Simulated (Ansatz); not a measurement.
Geometry optimisation, RKS PBE-D4/def2-mTZVP (Ansatz 0.2.0).

Input file:

```yaml
crystal:
  periodic: [false, false, false]
  atoms:
    - { symbol: C, position_ang: [-0.2432, 0.68836, -0.61874] }
    - { symbol: B, position_ang: [0.49927, 0.45456, 0.75386] }
    - { symbol: Mg, position_ang: [0.50228, -1.64184, 0.97273] }
    - { symbol: H, position_ang: [-1.30912, 0.75199, -0.35548] }
    - { symbol: H, position_ang: [-0.00457, 1.62356, -1.13249] }
    - { symbol: H, position_ang: [-0.15716, -0.13143, -1.34816] }
    - { symbol: H, position_ang: [0.72618, 1.46155, 1.32682] }
    - { symbol: H, position_ang: [1.20496, -0.11333, 1.4944] }
basis:
  gaussian: { orbitals: def2-mTZVP }
hamiltonian:
  xc: pbe
  dispersion: d4
relax:
  f_tol: 0.02
  max_steps: 50
```

Run as:

```bash
$ ansatz run input.yaml --threads 1 --pin off --max-ram 2048MiB --backend cpu --events-out ev --progress --plain --runs-dir out
```

**Question.** Where does it end, and by what steps?

**Answer.** The forces met the threshold. The force dipped under the threshold on the way, but the program's further checks kept it going. After 11 steps the energy has fallen by 2.361 eV; H8 moved furthest, 1.05 Å. Parted: Mg3–H8.

| step | energy less start (eV) | largest force component (eV/Å) | accepted |
| --- | --- | --- | --- |
| 0 | 0.0000 | 3.722 | yes |
| 1 | -1.1095 | 2.131 | yes |
| 2 | -1.7401 | 0.854 | yes |
| 3 | -2.0492 | 0.504 | yes |
| 4 | -2.2039 | 0.398 | yes |
| 5 | -2.2941 | 0.509 | yes |
| 6 | -2.3317 | 0.430 | yes |
| 7 | -2.3502 | 0.198 | yes |
| 8 | -2.3583 | 0.079 | yes |
| 9 | -2.3599 | 0.036 | yes |
| 10 | -2.3606 | 0.020 | yes |
| 11 | -2.3608 | 0.014 | yes |

```xyz
8
Properties=species:S:1:pos:R:3
C -0.217 0.703 -0.642
B 0.610 0.515 0.687
Mg 0.044 -1.746 1.679
H -1.310 0.744 -0.520
H 0.073 1.706 -1.026
H 0.022 0.001 -1.454
H 0.231 1.013 1.724
H 1.767 0.157 0.646
```

The run took 42 s on 1 thread of Intel(R) Xeon(R) Platinum 8175M CPU @ 2.50GHz (Skylake/Cascade Lake) (shared host), peak memory 0.15 GiB.
